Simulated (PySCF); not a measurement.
**C₄H₇N: field gradients at the nuclei**

How much do the quadrupole couplings of C₄H₇N depend on the level of theory? Each job file holds the settings and the coordinates that a driver script hands to the program.

Program: PySCF 2.14.0, density-fitted response routines. Level of theory: the levels named in each step. These are calculated values, not measurements.

## Step 1: The structure to begin with

Bond lengths: C1–C2 1.523 Å, C2–C3 1.535 Å, C3–C4 1.441 Å, C4–N5 1.143 Å, C1–H6 1.088 Å, C1–H7 1.088 Å, C1–H8 1.087 Å, C2–H9 1.092 Å, C2–H10 1.092 Å, C3–H11 1.094 Å, C3–H12 1.094 Å. Angles (14 of 19 angles, heavy atoms first): C1–C2–C3 111.6°, C2–C3–C4 111.1°, C3–C4–N5 179.3°, C1–C2–H9 109.6°, C1–C2–H10 109.9°, C3–C2–H9 109.1°, C3–C2–H10 108.6°, C2–C1–H6 110.7°, C2–C1–H7 110.4°, C2–C1–H8 110.4°, C2–C3–H11 110.4°, C2–C3–H12 110.2°, C4–C3–H11 108.1°, C4–C3–H12 108.4°.

Structure file:

```xyz
12

C    -1.8005   -0.5803    0.2197
C    -0.5265   -1.2142   -0.3239
C     0.7260   -0.6217    0.3364
C     0.8767    0.7719    0.0042
N     0.9872    1.8760   -0.2707
H    -1.8929   -0.7597    1.2893
H    -1.7915    0.4945    0.0507
H    -2.6733   -0.9993   -0.2750
H    -0.4704   -1.0579   -1.4034
H    -0.5403   -2.2907   -0.1402
H     1.6215   -1.1511   -0.0016
H     0.6588   -0.7118    1.4247
```

## Step 2: Geometry, PBE0-D3(BJ)/def2-TZVP

The input, job.txt:

```
{"job": {"xc": "PBE0", "basis": "def2-TZVP", "d3": "d3bj", "grid": 2, "kind": "geom"}, "charge": 0, "multiplicity": 1}
C     -1.800450    -0.580280     0.219720
C     -0.526500    -1.214190    -0.323870
C      0.725980    -0.621700     0.336390
C      0.876710     0.771890     0.004210
N      0.987200     1.875990    -0.270710
H     -1.892870    -0.759690     1.289290
H     -1.791520     0.494450     0.050680
H     -2.673260    -0.999280    -0.274970
H     -0.470390    -1.057940    -1.403360
H     -0.540320    -2.290660    -0.140220
H      1.621510    -1.151150    -0.001650
H      0.658770    -0.711770     1.424730
```

The program printed:

```text
step   0  E = -211.20477586  max force = 0.015802
step   1  E = -211.20528476  max force = 0.002577
step   2  E = -211.20532755  max force = 0.000920
step   3  E = -211.20533778  max force = 0.000386
optimisation converged
```

Run time: 57 s. Hardware: 4 threads of Arm Neoverse N1, shared host; peak memory 0.89 GiB.

It ended at:

```xyz
12

C    -1.8107   -0.5850    0.2130
C    -0.5339   -1.2097   -0.3158
C     0.7265   -0.6222    0.3223
C     0.8989    0.7896    0.0147
N     1.0160    1.9039   -0.2440
H    -1.9102   -0.7414    1.2906
H    -1.8279    0.4918    0.0287
H    -2.6876   -1.0205   -0.2693
H    -0.4729   -1.0826   -1.4000
H    -0.5290   -2.2862   -0.1243
H     1.6191   -1.1548   -0.0170
H     0.6864   -0.7272    1.4113
```

## Step 3: Field gradients, PBE0/pcJ-2

The input, job.txt:

```
{"job": {"kind": "efgt", "xc": "PBE0", "basis": "pcJ-2"}, "charge": 0, "multiplicity": 1}
C     -1.810683    -0.585027     0.212990
C     -0.533872    -1.209731    -0.315816
C      0.726491    -0.622214     0.322348
C      0.898913     0.789587     0.014701
N      1.016035     1.903850    -0.244017
H     -1.910205    -0.741353     1.290594
H     -1.827854     0.491824     0.028666
H     -2.687612    -1.020500    -0.269310
H     -0.472886    -1.082575    -1.399990
H     -0.528989    -2.286240    -0.124280
H      1.619084    -1.154758    -0.016966
H      0.686437    -0.727192     1.411319
```

The program printed:

```text
coarse grid: 9752 points
cycle   1  E = -211.1540092342  dE =  4.172e-01  |g| = 4.774e-01  |ddm| = 2.122e+00
cycle   2  E = -211.0282173811  dE =  1.258e-01  |g| = 9.054e-01  |ddm| = 7.803e-01
cycle   3  E = -211.2045310164  dE = -1.763e-01  |g| = 1.543e-01  |ddm| = 5.156e-01
cycle   4  E = -211.2095995500  dE = -5.069e-03  |g| = 4.511e-02  |ddm| = 9.254e-02
cycle   5  E = -211.2100554344  dE = -4.559e-04  |g| = 8.116e-03  |ddm| = 2.824e-02
cycle   6  E = -211.2100701674  dE = -1.473e-05  |g| = 1.766e-03  |ddm| = 5.795e-03
cycle   7  E = -211.2100708383  dE = -6.709e-07  |g| = 4.717e-04  |ddm| = 1.312e-03
final grid: 139032 points
cycle   8  E = -211.2078688698  dE = -1.618e-04  |g| = 7.590e-03  |ddm| = 5.403e-02
cycle   9  E = -211.2078663922  dE =  2.478e-06  |g| = 7.765e-03  |ddm| = 8.110e-03
cycle  10  E = -211.2078810704  dE = -1.468e-05  |g| = 8.951e-04  |ddm| = 4.541e-03
cycle  11  E = -211.2078811047  dE = -3.431e-08  |g| = 8.542e-04  |ddm| = 8.420e-04
cycle  12  E = -211.2078812463  dE = -1.416e-07  |g| = 2.128e-04  |ddm| = 4.440e-04
cycle  13  E = -211.2078812562  dE = -9.897e-09  |g| = 2.650e-05  |ddm| = 1.111e-04
cycle  14  E = -211.2078812564  dE = -1.512e-10  |g| = 5.083e-06  |ddm| = 1.715e-05
converged SCF energy = -211.2078812564

Field-gradient tensors (au): xx yy zz xy xz yz
  0 C     0.03509   -0.02872   -0.00637   -0.03321   -0.03222    0.01766
  1 C     0.07515   -0.03105   -0.04410    0.04740    0.05082    0.04677
  2 C    -0.07997    0.16069   -0.08072    0.04121    0.00938   -0.05030
  3 C     0.19341   -0.36836    0.17494   -0.06445    0.01163    0.12884
  4 N     0.46641   -0.86506    0.39865   -0.14598    0.04865    0.30565
  5 H    -0.13495   -0.13471    0.26965    0.00212   -0.03588   -0.06183
  6 H    -0.13640    0.26625   -0.12985   -0.00692   -0.00165   -0.07079
  7 H     0.13324   -0.07446   -0.05878    0.13623    0.15057    0.07915
  8 H    -0.13319   -0.13592    0.26911    0.00456   -0.02240   -0.04832
  9 H    -0.13515    0.26417   -0.12902   -0.00141    0.00233   -0.07388
 10 H     0.13543   -0.03365   -0.10179   -0.16433   -0.10626    0.06360
 11 H    -0.13929   -0.12959    0.26888    0.00451   -0.01660   -0.04234
```

Run time: 38 s. Hardware: 4 threads of Arm Neoverse N1, shared host; peak memory 1.8 GiB.

## Step 4: Field gradients, PBE/def2-TZVPP

job.txt: that of step 3 with these lines changed.

```diff
@@ -1,2 +1,2 @@
-{"job": {"kind": "efgt", "xc": "PBE0", "basis": "pcJ-2"}, "charge": 0, "multiplicity": 1}
+{"job": {"kind": "efgt", "xc": "PBE", "basis": "def2-TZVPP"}, "charge": 0, "multiplicity": 1}
 C     -1.810683    -0.585027     0.212990
```

The program printed:

```text
coarse grid: 9752 points
cycle   1  E = -211.1013776682  dE =  3.163e-01  |g| = 5.945e-01  |ddm| = 2.583e+00
cycle   2  E = -210.8285842140  dE =  2.728e-01  |g| = 1.223e+00  |ddm| = 2.905e+00
cycle   3  E = -211.1525342818  dE = -3.240e-01  |g| = 4.155e-01  |ddm| = 2.402e+00
cycle   4  E = -211.1904872946  dE = -3.795e-02  |g| = 6.623e-02  |ddm| = 2.908e-01
cycle   5  E = -211.1914153765  dE = -9.281e-04  |g| = 2.160e-02  |ddm| = 8.508e-02
cycle   6  E = -211.1915235807  dE = -1.082e-04  |g| = 5.244e-03  |ddm| = 3.182e-02
cycle   7  E = -211.1915300379  dE = -6.457e-06  |g| = 1.193e-03  |ddm| = 5.281e-03
final grid: 139032 points
cycle   8  E = -211.1770752194  dE = -1.050e-04  |g| = 1.202e-02  |ddm| = 1.592e-01
cycle   9  E = -211.1770273341  dE =  4.789e-05  |g| = 1.829e-02  |ddm| = 2.906e-02
cycle  10  E = -211.1771039436  dE = -7.661e-05  |g| = 4.601e-03  |ddm| = 1.925e-02
cycle  11  E = -211.1771080384  dE = -4.095e-06  |g| = 1.444e-03  |ddm| = 3.834e-03
cycle  12  E = -211.1771084941  dE = -4.557e-07  |g| = 2.825e-04  |ddm| = 1.681e-03
cycle  13  E = -211.1771085134  dE = -1.924e-08  |g| = 6.331e-05  |ddm| = 4.334e-04
cycle  14  E = -211.1771085143  dE = -9.099e-10  |g| = 1.472e-05  |ddm| = 5.157e-05
converged SCF energy = -211.1771085143

Field-gradient tensors (au): xx yy zz xy xz yz
  0 C     0.03599   -0.02904   -0.00695   -0.03364   -0.03263    0.01779
  1 C     0.07542   -0.03046   -0.04496    0.04646    0.04945    0.04828
  2 C    -0.07259    0.14886   -0.07627    0.04034    0.01157   -0.04596
  3 C     0.18747   -0.35537    0.16790   -0.06183    0.01180    0.12408
  4 N     0.44530   -0.82521    0.37991   -0.13867    0.04675    0.29242
  5 H    -0.13735   -0.13662    0.27397    0.00224   -0.03660   -0.06272
  6 H    -0.13915    0.27085   -0.13171   -0.00717   -0.00161   -0.07193
  7 H     0.13548   -0.07573   -0.05976    0.13853    0.15313    0.08027
  8 H    -0.13570   -0.13818    0.27388    0.00434   -0.02278   -0.04914
  9 H    -0.13769    0.26878   -0.13109   -0.00140    0.00205   -0.07504
 10 H     0.13804   -0.03454   -0.10350   -0.16778   -0.10801    0.06501
 11 H    -0.14151   -0.13244    0.27395    0.00451   -0.01686   -0.04334
```

Run time: 20 s. Hardware: 4 threads of Arm Neoverse N1, shared host; peak memory 1.8 GiB.

## Step 5: Field gradients, B3LYP/def2-TZVPP

job.txt: that of step 4 with these lines changed.

```diff
@@ -1,2 +1,2 @@
-{"job": {"kind": "efgt", "xc": "PBE", "basis": "def2-TZVPP"}, "charge": 0, "multiplicity": 1}
+{"job": {"kind": "efgt", "xc": "B3LYP", "basis": "def2-TZVPP"}, "charge": 0, "multiplicity": 1}
 C     -1.810683    -0.585027     0.212990
```

The program printed:

```text
coarse grid: 9752 points
cycle   1  E = -211.4081612241  dE =  3.955e-01  |g| = 5.213e-01  |ddm| = 2.526e+00
cycle   2  E = -211.2395395761  dE =  1.686e-01  |g| = 1.020e+00  |ddm| = 1.926e+00
cycle   3  E = -211.4664580471  dE = -2.269e-01  |g| = 2.011e-01  |ddm| = 1.428e+00
cycle   4  E = -211.4753402425  dE = -8.882e-03  |g| = 4.679e-02  |ddm| = 1.403e-01
cycle   5  E = -211.4758278522  dE = -4.876e-04  |g| = 1.095e-02  |ddm| = 5.044e-02
cycle   6  E = -211.4758559729  dE = -2.812e-05  |g| = 2.145e-03  |ddm| = 1.117e-02
cycle   7  E = -211.4758570029  dE = -1.030e-06  |g| = 5.180e-04  |ddm| = 2.527e-03
final grid: 139032 points
cycle   8  E = -211.4691900391  dE = -7.167e-05  |g| = 5.582e-03  |ddm| = 1.177e-01
cycle   9  E = -211.4691864639  dE =  3.575e-06  |g| = 6.589e-03  |ddm| = 8.667e-03
cycle  10  E = -211.4691969791  dE = -1.052e-05  |g| = 1.209e-03  |ddm| = 4.426e-03
cycle  11  E = -211.4691971997  dE = -2.206e-07  |g| = 6.807e-04  |ddm| = 1.554e-03
cycle  12  E = -211.4691972924  dE = -9.267e-08  |g| = 1.106e-04  |ddm| = 4.922e-04
cycle  13  E = -211.4691972952  dE = -2.823e-09  |g| = 2.628e-05  |ddm| = 1.023e-04
cycle  14  E = -211.4691972953  dE = -1.498e-10  |g| = 5.094e-06  |ddm| = 1.912e-05
converged SCF energy = -211.4691972953

Field-gradient tensors (au): xx yy zz xy xz yz
  0 C     0.03147   -0.02798   -0.00349   -0.03037   -0.03015    0.01619
  1 C     0.06861   -0.02808   -0.04053    0.04941    0.05211    0.04580
  2 C    -0.08536    0.16499   -0.07963    0.03780    0.00620   -0.05315
  3 C     0.21398   -0.40726    0.19328   -0.07172    0.01328    0.14221
  4 N     0.48085   -0.89395    0.41310   -0.15021    0.04945    0.31646
  5 H    -0.13495   -0.13443    0.26938    0.00210   -0.03565   -0.06184
  6 H    -0.13639    0.26589   -0.12950   -0.00670   -0.00170   -0.07072
  7 H     0.13301   -0.07434   -0.05867    0.13624    0.15051    0.07915
  8 H    -0.13298   -0.13567    0.26865    0.00442   -0.02244   -0.04845
  9 H    -0.13497    0.26375   -0.12878   -0.00137    0.00211   -0.07392
 10 H     0.13503   -0.03330   -0.10173   -0.16417   -0.10619    0.06361
 11 H    -0.13908   -0.12922    0.26830    0.00462   -0.01677   -0.04247
```

It took 18 s on 4 threads of Arm Neoverse N1, shared host; peak memory 1.8 GiB.

## Step 6: Field gradients, CAM-B3LYP/def2-TZVPP

job.txt: that of step 5 with these lines changed.

```diff
@@ -1,2 +1,2 @@
-{"job": {"kind": "efgt", "xc": "B3LYP", "basis": "def2-TZVPP"}, "charge": 0, "multiplicity": 1}
+{"job": {"kind": "efgt", "xc": "CAM-B3LYP", "basis": "def2-TZVPP"}, "charge": 0, "multiplicity": 1}
 C     -1.810683    -0.585027     0.212990
```

The program printed:

```text
coarse grid: 9752 points
cycle   1  E = -211.2887847769  dE =  5.263e-01  |g| = 4.949e-01  |ddm| = 2.500e+00
cycle   2  E = -211.1981684051  dE =  9.062e-02  |g| = 8.564e-01  |ddm| = 1.399e+00
cycle   3  E = -211.3498719280  dE = -1.517e-01  |g| = 6.561e-02  |ddm| = 8.726e-01
cycle   4  E = -211.3506595955  dE = -7.877e-04  |g| = 3.696e-02  |ddm| = 6.948e-02
cycle   5  E = -211.3509773964  dE = -3.178e-04  |g| = 4.054e-03  |ddm| = 2.997e-02
cycle   6  E = -211.3509815060  dE = -4.110e-06  |g| = 1.555e-03  |ddm| = 4.583e-03
final grid: 139032 points
cycle   7  E = -211.3454982099  dE = -5.126e-05  |g| = 4.110e-03  |ddm| = 8.615e-02
cycle   8  E = -211.3454984982  dE = -2.882e-07  |g| = 3.886e-03  |ddm| = 6.694e-03
cycle   9  E = -211.3455019242  dE = -3.426e-06  |g| = 8.479e-04  |ddm| = 2.746e-03
cycle  10  E = -211.3455020309  dE = -1.066e-07  |g| = 4.606e-04  |ddm| = 8.690e-04
cycle  11  E = -211.3455020723  dE = -4.143e-08  |g| = 3.620e-05  |ddm| = 4.100e-04
cycle  12  E = -211.3455020726  dE = -3.101e-10  |g| = 1.193e-05  |ddm| = 5.689e-05
converged SCF energy = -211.3455020726

Field-gradient tensors (au): xx yy zz xy xz yz
  0 C     0.03182   -0.02810   -0.00372   -0.03106   -0.03098    0.01644
  1 C     0.07070   -0.02971   -0.04098    0.04915    0.05275    0.04654
  2 C    -0.08966    0.17305   -0.08339    0.03943    0.00642   -0.05595
  3 C     0.21969   -0.41879    0.19911   -0.07420    0.01328    0.14611
  4 N     0.48878   -0.90787    0.41909   -0.15253    0.05136    0.32063
  5 H    -0.13558   -0.13510    0.27068    0.00203   -0.03578   -0.06216
  6 H    -0.13696    0.26714   -0.13018   -0.00667   -0.00177   -0.07108
  7 H     0.13363   -0.07469   -0.05894    0.13681    0.15116    0.07956
  8 H    -0.13351   -0.13639    0.26991    0.00446   -0.02256   -0.04868
  9 H    -0.13550    0.26496   -0.12946   -0.00134    0.00213   -0.07425
 10 H     0.13556   -0.03331   -0.10225   -0.16456   -0.10667    0.06376
 11 H    -0.13980   -0.12947    0.26926    0.00475   -0.01683   -0.04251
```

It took 19 s on 4 threads of Arm Neoverse N1, shared host; peak memory 1.8 GiB.

## Step 7: Field gradients, HF/def2-TZVPP

job.txt: that of step 6 with these lines changed.

```diff
@@ -1,2 +1,2 @@
-{"job": {"kind": "efgt", "xc": "CAM-B3LYP", "basis": "def2-TZVPP"}, "charge": 0, "multiplicity": 1}
+{"job": {"kind": "efgt", "xc": "HF", "basis": "def2-TZVPP"}, "charge": 0, "multiplicity": 1}
 C     -1.810683    -0.585027     0.212990
```

The program printed:

```text
final grid: 139032 points
cycle   1  E = -209.9754505049  dE =  8.547e-01  |g| = 5.615e-01  |ddm| = 2.404e+00
cycle   2  E = -210.0286896216  dE = -5.324e-02  |g| = 4.698e-01  |ddm| = 6.698e-01
cycle   3  E = -210.0741220081  dE = -4.543e-02  |g| = 7.332e-02  |ddm| = 3.669e-01
cycle   4  E = -210.0761545187  dE = -2.033e-03  |g| = 1.765e-02  |ddm| = 1.016e-01
cycle   5  E = -210.0762594228  dE = -1.049e-04  |g| = 5.090e-03  |ddm| = 3.208e-02
cycle   6  E = -210.0762711887  dE = -1.177e-05  |g| = 2.002e-03  |ddm| = 1.239e-02
cycle   7  E = -210.0762724657  dE = -1.277e-06  |g| = 5.142e-04  |ddm| = 4.206e-03
cycle   8  E = -210.0762725527  dE = -8.704e-08  |g| = 9.499e-05  |ddm| = 1.054e-03
cycle   9  E = -210.0762725567  dE = -3.980e-09  |g| = 2.864e-05  |ddm| = 1.328e-04
cycle  10  E = -210.0762725574  dE = -6.700e-10  |g| = 1.406e-05  |ddm| = 4.410e-05
converged SCF energy = -210.0762725574

Field-gradient tensors (au): xx yy zz xy xz yz
  0 C     0.02076   -0.02454    0.00378   -0.02082   -0.02226    0.01187
  1 C     0.05085   -0.02094   -0.02990    0.05319    0.05493    0.03676
  2 C    -0.10525    0.18560   -0.08035    0.02936   -0.00630   -0.06394
  3 C     0.25741   -0.49175    0.23434   -0.08883    0.01527    0.17116
  4 N     0.52982   -0.98981    0.45999   -0.16726    0.05391    0.34906
  5 H    -0.13923   -0.13908    0.27831    0.00218   -0.03670   -0.06387
  6 H    -0.14001    0.27384   -0.13382   -0.00673   -0.00173   -0.07278
  7 H     0.13728   -0.07669   -0.06059    0.14058    0.15523    0.08176
  8 H    -0.13701   -0.14006    0.27707    0.00481   -0.02318   -0.04986
  9 H    -0.13904    0.27211   -0.13307   -0.00145    0.00240   -0.07628
 10 H     0.13852   -0.03354   -0.10498   -0.16790   -0.10944    0.06478
 11 H    -0.14358   -0.13168    0.27526    0.00489   -0.01719   -0.04328
```

Wall time 5.1 s (4 threads of Arm Neoverse N1, shared host); peak memory 1.8 GiB.

## Step 8: The levels side by side

Largest principal value Vzz, in atomic units:

```csv
atom,PBE0/pcJ-2,PBE/def2-TZVPP,B3LYP/def2-TZVPP,CAM-B3LYP/def2-TZVPP,HF/def2-TZVPP
C1,0.0674,0.0684,0.0620,0.0633,0.0444
C2,0.1191,0.1182,0.1173,0.1189,0.1101
C3,0.1766,0.1638,0.1809,0.1897,0.2031
C4,-0.4045,-0.3902,-0.4473,-0.4599,-0.5402
N5,-0.9516,-0.9081,-0.9835,-0.9985,-1.0884
H6,0.2820,0.2865,0.2817,0.2830,0.2910
H7,0.2786,0.2834,0.2783,0.2796,0.2865
H8,0.2849,0.2896,0.2847,0.2860,0.2938
H9,0.2761,0.2809,0.2756,0.2769,0.2843
H10,0.2776,0.2824,0.2772,0.2785,0.2860
H11,0.2763,0.2817,0.2759,0.2768,0.2828
H12,0.2740,0.2792,0.2735,0.2745,0.2805
CPU time,47 s,39 s,23 s,24 s,6.8 s
```

Couplings eQVzz/h in MHz (234.9647 × Q in barn × Vzz), with Q = 0.02044 (14N), 0.00285783 (2H):

```csv
nucleus,PBE0/pcJ-2,PBE/def2-TZVPP,B3LYP/def2-TZVPP,CAM-B3LYP/def2-TZVPP,HF/def2-TZVPP
14N (atom 5),-4.570,-4.361,-4.723,-4.796,-5.227
2H (atom 6),0.189,0.192,0.189,0.190,0.195
2H (atom 7),0.187,0.190,0.187,0.188,0.192
2H (atom 8),0.191,0.194,0.191,0.192,0.197
2H (atom 9),0.185,0.189,0.185,0.186,0.191
2H (atom 10),0.186,0.190,0.186,0.187,0.192
2H (atom 11),0.186,0.189,0.185,0.186,0.190
2H (atom 12),0.184,0.188,0.184,0.184,0.188
```

## Step 9: What came out

```
                            quantity       value
coupling of 14N (atom 5), PBE0/pcJ-2  -4.570 MHz
 coupling of 2H (atom 6), PBE0/pcJ-2   0.189 MHz
 coupling of 2H (atom 7), PBE0/pcJ-2   0.187 MHz
 coupling of 2H (atom 8), PBE0/pcJ-2   0.191 MHz
 coupling of 2H (atom 9), PBE0/pcJ-2   0.185 MHz
```

The largest coupling, that of 14N, runs from -5.227 (HF/def2-TZVPP) to -4.361 MHz (PBE/def2-TZVPP). The gradients are non-relativistic, at the equilibrium geometry and in principal axes; measured couplings hold vibrational averaging and refer to the inertial axes. The def2 sets are stiff near the nuclei, which limits their accuracy.
